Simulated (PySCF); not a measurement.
Compound: C₅H₇O (doublet state).
Numbering: `[CH3:1][O:2][CH2:3][C:4]1[CH:5]=[CH:6]1` (hydrogens: H7, H8, H9 on C1; H10, H11 on C3; H12 on C5; H13 on C6)

Geometry (GFN2-xTB, Å), atoms numbered from 1 in this order:
```xyz
13
C5H7O angstrom
C      1.4845    0.8070    0.0482
O      0.7631    0.2372    1.1046
C      0.1579   -1.0179    0.7991
C     -1.0641   -0.9079   -0.0539
C     -2.0251    0.2013   -0.1575
C     -1.3238   -0.0933   -1.2426
H      2.2498    0.1163   -0.3283
H      1.9640    1.6986    0.4492
H      0.8319    1.0963   -0.7852
H     -0.1128   -1.4376    1.7716
H      0.8922   -1.6789    0.3157
H     -2.7247    0.8442    0.3189
H     -1.0971    0.1351   -2.2575
```

The hyperfine couplings belong to this conformer and change with its torsions.

Method used: UKS B3LYP, pcH-1 on C H O, non-relativistic, mean-field spin-orbit, GIAO (PySCF). Isolated species at its GFN2-xTB geometry (one conformer only). The geometry wasn't refined by DFT: couplings that depend on bond lengths, twists or pyramidal angles can differ widely from those at the functional's own minimum. No stability test was run, so a lower SCF solution isn't excluded.

(1) What are g_iso and the isotropic 13C coupling of C3?

(2) For one electron spin and this one nucleus (I = 1/2, g_N = 1.4048), compare first-order, second-order and exact resonance fields at 9.605 GHz.

(3) Someone takes the midpoint and the distance of the outer exact lines at face value. What g and a result?

(4) What levels remain at zero field?

Results:

(1) g_iso = 2.00260 and a = +95.08 MHz, or +3.392 mT (Mulliken spin population +0.01). 13C makes up about 1.07 % of the natural element, so this concerns labelled samples or satellites.

(2) First order: B = B0 − a·mI with B0 = 342.682 mT. Second order subtracts a²[I(I+1) − mI²]/(2B0). The exact fields come from the Breit–Rabi levels of H = g μB B Sz − g_N μN B Iz + a S·I.

| mI | first order (mT) | second order (mT) | exact (mT) | exact − first order |
| --- | --- | --- | --- | --- |
| −1/2 | 344.378 | 344.369 | 344.369 | -0.008 |
| +1/2 | 340.986 | 340.977 | 340.977 | -0.008 |

(3) Their midpoint, 342.673 mT, gives an apparent g of 2.00265 (true 2.00260), and their distance over 2I an apparent |a| of 3.392 mT (true 3.392).

(4) F = I ± 1/2 = 1 and 0, at a·I/2 = +23.8 MHz and −a(I+1)/2 = -71.3 MHz, that is |a|(I + 1/2) = 95.1 MHz apart; F = 0 lies lower.

Other couplings of abundant isotopes, left aside here: 2 × 1H 13 MHz, 3 × 1H 2 MHz.

Class means assume fast exchange of nuclei equivalent by connectivity; if that motion is slow, each nucleus keeps its own coupling.
